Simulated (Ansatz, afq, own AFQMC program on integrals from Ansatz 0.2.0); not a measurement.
## HSBr, triplet in cc-pVTZ, levels against CCSDT(Q)

| atom | x (Å) | y (Å) | z (Å) |
| --- | --- | --- | --- |
| Br | 0.0000 | 0.0000 | -1.6113 |
| H | 0.0000 | 0.0000 | 0.0647 |
| S | 0.0000 | 0.0000 | 1.5467 |

Connectivity, by distances: Br ··· S, 1 bridging H.

Basis cc-pVTZ. Only valence electrons are correlated. AFQMC by an in-house program on the Cholesky factors that Ansatz 0.2.0 writes for its CCSD(T) run. ph-AFQMC/CISD is guided by a CISD state made of CCSD amplitudes; releasing the constraint for a short imaginary time cuts its bias at the price of noise, slowly where states lie close. Error bars are statistical, one sigma. No spin–orbit coupling.

Determinant: UHF, the one that the program's search chose, which needn't be the lowest solution. The geometry is a point of a scan.

No full CI on the walks' own integrals is used here; CCSDT(Q) serves as the reference and is uncertain by about the last step of the cluster series.

Cautions: no relativity below Rb; no spin-orbit coupling; inner d shell frozen; lower spins were not checked; unrestricted determinant slightly spin contaminated (⟨S²⟩ 2.06 against 2.00).

- T1 diagnostic: 0.0157
- weight of the determinant in the CISD state: 0.851
- ⟨S²⟩ of the determinant: 2.056
- size of the correlated space: 14 electrons in 72 orbitals

```
  level  correlation energy (eV)
    MP2                  -8.3024
   CCSD                  -9.4304
CCSD(T)                  -9.8066
```

Question: Estimate where AFQMC with the constraint released lies against CCSD(T) on the same integrals.

Answer: 1.71 ± 0.40 mEh below CCSD(T).

Reference: CCSDT(Q), correlation energy -9.864 eV. The released energy is read at 2.40 1/Eh (meV from the phaseless value at times in 1/Eh: -6 ± 5 at 0.24, -17 ± 5 at 0.51, -21 ± 6 at 0.99, -28 ± 6 at 1.62, -15 ± 11 at 2.40).

```json
{"level": "CCSD(T)", "E − E(reference) (mEh)": "2.13", "share of correlation (%)": "99.41"}
{"level": "CCSDT", "E − E(reference) (mEh)": "0.63", "share of correlation (%)": "99.83"}
{"level": "ph-AFQMC/CISD", "E − E(reference) (mEh)": "0.95 ± 0.22", "share of correlation (%)": "99.74"}
{"level": "released AFQMC", "E − E(reference) (mEh)": "0.41 ± 0.40", "share of correlation (%)": "99.89"}
```

A walk keeps the symmetry of its determinant, which the program's search chose and which needn't be the lowest solution, so a lower state of the same spin and another symmetry isn't excluded. Released energies are given only where the last usable release times agree within the noise; a slower fall can still hide under it.
